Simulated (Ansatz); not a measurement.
# H3Ge–AsH2, quintet: the ladder up to UCCSDT(Q)

Geometry: that of the H3Ge–AsH2, triplet, kept fixed. The triplet lies 5.9 eV lower here.

```yaml
atoms:
  - { symbol: Ge, position_ang: [0.0000, 0.0025, 1.2082] }
  - { symbol: As, position_ang: [0.0000, -0.0021, -1.2058] }
  - { symbol: H, position_ang: [0.0000, 1.4467, 1.7272] }
  - { symbol: H, position_ang: [-1.2505, -0.7364, 1.7116] }
  - { symbol: H, position_ang: [1.2505, -0.7364, 1.7116] }
  - { symbol: H, position_ang: [0.0000, 1.6712, -1.3440] }
  - { symbol: H, position_ang: [0.0000, -1.6715, -1.2506] }
```

Basis cc-pVDZ; Ansatz 0.2.0. Only valence electrons are correlated (noble-gas cores and the filled d shells of p-block atoms frozen), which leaves 14 electrons in 51 orbitals. R marks a restricted (for open shells ROHF) determinant, U an unrestricted one. No spin–orbit coupling is included, and no scalar relativity.

Full CI isn't at hand for all of this; UCCSDT(Q) serves as the reference, and is uncertain by about the last step of the cluster series. The frozen core follows each run's orbitals, which can shift R against U totals by a few meV for light atoms and by up to 0.1 eV past Ca.

The UHF ⟨S²⟩ is 6.044. The T1 diagnostic (RCCSD) is 0.0213. The largest doubles amplitude (RCCSD) is 0.040. The T1 diagnostic (UCCSD) is 0.0188.

```
   level  E − E(UCCSDT(Q)) (meV)  wall time
     UHF                    6735          –
    UMP2                    1554          –
   UCCSD                     225          –
UCCSD(T)                      49       11 s
  UCCSDT                       7          –
```

Run but not shown, since their state, orbitals or frozen core can't be matched to the reference's or they repeat it: RHF, RMP2, CISD, RCCSD, RCCSD(T), BCCD(T), RCCSDT, RCCSDT(Q).

Times hold each run's SCF and search for its determinant on a shared host, so for small cases they say little of a method's own cost; they ran on 1 thread of AMD EPYC 7R13.
